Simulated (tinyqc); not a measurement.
Worked calculation: CISD on RHF in the sto-3g basis, for HF, spin multiplicity 1. One step of it, computed by the program tinyqc.

Question. CISD: roots. Diagonalise (each vector has its largest component positive (the first on a tie)); all determinants have Ms = 0, so triplets appear too. The lowest singlet root is the correlation energy.

Occupation strings over the orbitals (2 doubly, a alpha, b beta, 0 empty; spin orbitals ordered 1a 1b 2a 2b ...): 222220 22a22b 2a222b a2222b 22b22a 2b222a b2222a 222202 222022 220222 2ab222 a2b222 2ba222 202222 ab2222 b2a222 ba2222 022222

H - E(HF) between determinants (hartree), lower triangle:
```
           222220     22a22b     2a222b     a2222b     22b22a     2b222a     b2222a     222202
222220   0.000000
22a22b   0.000000   0.681110
2a222b   0.000000  -0.013771   1.473983
a2222b   0.000000  -0.022129   0.024801  25.639156
22b22a   0.000000  -0.178359  -0.056320   0.006392   0.681110
2b222a   0.000000  -0.056320  -0.096802  -0.015819  -0.013771   1.473983
b2222a   0.000000   0.006392  -0.015819  -0.025609  -0.022129   0.024801  25.639156
222202   0.031458   0.014862   0.041913   0.010599  -0.014862  -0.041913  -0.010599   1.289940
222022   0.031458   0.014862   0.041913   0.010599  -0.014862  -0.041913  -0.010599   0.053770
220222   0.178359   0.108071  -0.094339  -0.002221  -0.108071   0.094339   0.002221   0.047596
2ab222  -0.056320   0.094339  -0.153230   0.006278  -0.029321   0.047024   0.020231   0.042365
a2b222   0.006392   0.002221   0.006278  -0.343907  -0.021899   0.025047   0.008623   0.011319
2ba222   0.056320  -0.029321   0.047024   0.020231   0.094339  -0.153230   0.006278  -0.042365
202222   0.096802   0.047024   0.061138  -0.005315  -0.047024  -0.061138   0.005315   0.181092
ab2222  -0.015819  -0.020231   0.005315  -0.174815   0.025047  -0.009981   0.026744  -0.039093
b2a222  -0.006392  -0.021899   0.025047   0.008623   0.002221   0.006278  -0.343907  -0.011319
ba2222   0.015819   0.025047  -0.009981   0.026744  -0.020231   0.005315  -0.174815   0.039093
022222   0.025609   0.008623   0.026744  -0.174642  -0.008623  -0.026744   0.174642   0.029602

           222022     220222     2ab222     a2b222     2ba222     202222     ab2222     b2a222
222022   1.289940
220222   0.047596   1.500476
2ab222   0.042365   0.131469   2.270515
a2b222   0.011319   0.043235   0.022785  26.477433
2ba222  -0.042365  -0.131469  -0.156776  -0.020949   2.270515
202222   0.181092   0.156776   0.104452  -0.008534  -0.104452   3.156512
ab2222  -0.039093  -0.020949   0.008534  -0.228155   0.024804  -0.013925  27.460704
b2a222  -0.011319  -0.043235  -0.020949  -0.022921   0.022785   0.008534   0.021770  26.477433
ba2222   0.039093   0.020949   0.024804   0.021770   0.008534   0.013925  -0.075316  -0.228155
022222   0.029602   0.022921   0.021770  -0.121038  -0.021770   0.075316   0.471499   0.121038

           ba2222     022222
ba2222  27.460704
022222  -0.471499  55.582399
```

Give: lowest roots of this matrix, relative to E(HF); lowest vectors; <S^2> of these roots; weight of the ground state by excitation level 0, 1, 2, ....

Answer.

lowest roots of this matrix, relative to E(HF) (hartree): -0.028  0.495  0.813  1.236  1.258  1.366  1.464  1.603

lowest vectors:
```
        root 1  root 2  root 3  root 4
222220   0.991   0.000  -0.039   0.000
22a22b   0.012   0.705   0.685   0.000
2a222b  -0.002   0.053  -0.077   0.000
a2222b   0.000   0.000   0.001   0.000
22b22a  -0.012   0.705  -0.685   0.000
2b222a   0.002   0.053   0.077   0.000
b2222a   0.000   0.000  -0.001   0.000
222202  -0.017   0.000   0.004   0.707
222022  -0.017   0.000   0.004  -0.707
220222  -0.119   0.000  -0.208   0.000
2ab222   0.030  -0.025  -0.046   0.000
a2b222   0.000   0.000   0.000   0.000
2ba222  -0.030  -0.025   0.046   0.000
202222  -0.025   0.000  -0.004   0.000
ab2222   0.000   0.000   0.001   0.000
b2a222   0.000   0.000   0.000   0.000
ba2222   0.000   0.000  -0.001   0.000
022222   0.000   0.000   0.000   0.000
```

<S^2> of these roots: 0.000  2.000  0.000  0.000  0.000  2.000  0.000  0.000

weight of the ground state by excitation level 0, 1, 2, ...: 0.982  0.000  0.017

With one virtual orbital singles and doubles already span the full space.
